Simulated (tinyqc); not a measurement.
Starting guesses with DIIS over 6 matrices: SCF starting guesses in the sto-3g basis, for BH, spin multiplicity 3. Computed by the program tinyqc with PySCF. 

Geometry (angstrom):
```
atom,x,y,z
B,0.0000,0.0000,0.0000
H,0.0000,0.0000,1.5810
```

lowest solution found by these runs and by PySCF with stability checks = -24.683901 hartree

UHF with one setting changed at a time; a run stops when the energy changes by less than 1e-09 hartree and the error matrix is below 1e-5. Starts: the lowest orbitals of the core Hamiltonian, of the Wolfsberg-Helmholz matrix (K = 1.75), projected atomic densities, random orbitals, and the highest orbitals of the core Hamiltonian (a deliberately bad start).

Largest element of the error matrix X^T (FDS - SDF) X:
```
iteration,core,Wolfsberg-Helmholz,atomic densities,random,highest core orbitals
1,2.3e-01,2.1e-01,1.8e-01,2.2e+00,1.7e-01
2,2.0e-02,7.8e-02,6.6e-02,2.2e-01,2.7e-01
3,7.4e-03,6.2e-02,3.7e-02,4.4e-02,2.4e-01
4,6.2e-03,4.1e-02,1.7e-02,2.3e-02,1.8e-01
5,5.1e-03,7.6e-03,6.7e-03,1.2e-02,2.3e-01
6,9.8e-04,2.3e-03,4.5e-03,7.1e-03,9.6e-02
8,8.0e-05,9.5e-05,1.9e-04,3.8e-03,2.2e-02
10,1.4e-07,5.4e-06,1.5e-06,4.9e-04,6.2e-03
14,-,-,-,2.5e-06,7.2e-07
```

How each run ends:
```
run,iterations,E (hartree),state
core,10,-24.68390,lowest found
Wolfsberg-Helmholz,11,-24.57471,higher
atomic densities,11,-24.68390,lowest found
random,15,-24.68390,lowest found
highest core orbitals,15,-24.57471,higher
```

3 of 5 runs reach the lowest solution found, in 10 to 15 iterations (fastest: core). Ending on a higher stationary point: Wolfsberg-Helmholz, highest core orbitals; a small error matrix cannot reveal that, and an occupation fixed by the start is kept by symmetry or by the shape of the basin. The first errors are 2e-01, 2e-01, 2e-01, 2e+00, 2e-01; the deliberately bad start has the smallest one, so a small first error does not mark a good start.
